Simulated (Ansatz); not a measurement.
Results of PBE-D4 in Ansatz (PAW) for bcc Mo.

Settings: plane-wave cutoff 500 eV, 32×32×32 k mesh, Fermi–Dirac smearing 0.1 eV, no spin polarisation, scalar-relativistic PAW data made under PBE.

Computed at the level's own relaxed cell.

Problem. Estimate the volume per atom and lattice constant a that the calculation returns.

Solution. 
- volume per atom: 15.45 Å³/atom
- lattice constant a: 3.138 Å

Measured, for comparison: equilibrium volume per atom 15.49 Å³/atom, lattice constant a 3.141 Å (static lattice: zero-point anharmonic expansion removed; as tabulated in Mejia-Rodriguez and Trickey (2018), arXiv:1807.09216). Computed (rounded) less measured: equilibrium volume per atom -0.3 %, lattice constant a -0.1 %.

Static lattice: no zero-point or thermal effects.

Ansatz is an electronic-structure program.
